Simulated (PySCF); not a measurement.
phosphorous nitride: removing and adding an electron

Parent: `N#P` (NP). Atom numbers as in the mapped SMILES `[N:1]#[P:2]`.

These are calculated values, ωB97X-D3(BJ)/ma-def2-TZVP in PySCF (grid level 2) at geometries from PBE0-D3(BJ)/ma-def2-SVP. Zero-point and thermal terms (298.15 K, 1 bar) come from unscaled PBE0-D3(BJ)/ma-def2-SVP harmonic frequencies, with soft modes damped to free rotors in the entropy.

Frontier levels of the parent: HOMO -11.89 eV, LUMO -0.33 eV.

Oxidation to the radical cation:
```
Vertical ionisation energy (electronic)              : 11.97 eV
Adiabatic ionisation energy (with zero-point energy) : 11.96 eV
Adiabatic, electronic part                           : 11.96 eV
Vertical gap at the product's structure              : 11.97 eV
⟨S²⟩ of the product                                  : 0.788
Largest spin populations                             : N1 1.07
Largest changes of atomic charge                     : P2 0.63, N1 0.37
Distances that move most (Å)                         : N1–P2 1.489 → 1.483
```

Reduction to the radical anion:
* Vertical electron affinity (electronic): 0.25 eV
* Adiabatic electron affinity (with zero-point energy): 0.30 eV
* Adiabatic, electronic part: 0.28 eV
* Vertical gap at the product's structure: 0.48 eV
* Inner reorganisation energy (four-point): 235 meV
* Relaxation of product / of parent: 36 / 199 meV
* ⟨S²⟩ of the product: 0.760
* Largest spin populations: N1 0.56, P2 0.44
* Largest changes of atomic charge: P2 -0.68, N1 -0.32
* Distances that move most (Å): N1–P2 1.489 → 1.552

Measured values (NIST Chemistry WebBook, evaluated or the median of agreeing entries): adiabatic ionisation energy 11.88 eV (computed 11.96, difference 0.08).

Note: the split of the reorganisation energy is sensitive to the structures, which come from another level (PBE0-D3(BJ)/ma-def2-SVP).

Structures, frequencies and single points took 26 s of wall time on 1 thread of Arm Neoverse V1 (shared host), launched as `OMP_NUM_THREADS=1 python redox_run.py task.json out`.
